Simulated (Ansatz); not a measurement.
## Ansatz (development build ahead of 0.2.0) run

```yaml
crystal:
  periodic: [false, false, false]
  atoms:
    - { symbol: "N", position_ang: [0.0, 0.0, 0.0] }
    - { symbol: "N", position_ang: [0.0, 0.0, 1.29] }
basis:
  gaussian: { orbitals: def2-SVP }
magnetization:
  initial_magnetization: 2
hamiltonian:
  xc: pbe0
scf:
  omitted_lower_state_checks: [starts, atomic_configurations, cluster_reference, orbital_swaps, given_window_search, neighbouring_geometries, increment]
output:
  forces: true
```

The input is written out in the form of the current development build from the run's settings.

The run gave:

```yaml
Converged: yes
Total_energy: -109.07644 hartree
Spin_squared_of_the_determinant: 2.000
Stability_test: minimum among restricted orbitals
```

Forces (eV/Å):
```
atom     Fx     Fy      Fz
  N1  0.000  0.000   1.654
  N2  0.000  0.000  -1.654
```

Caution: another spin multiplicity may lie lower.
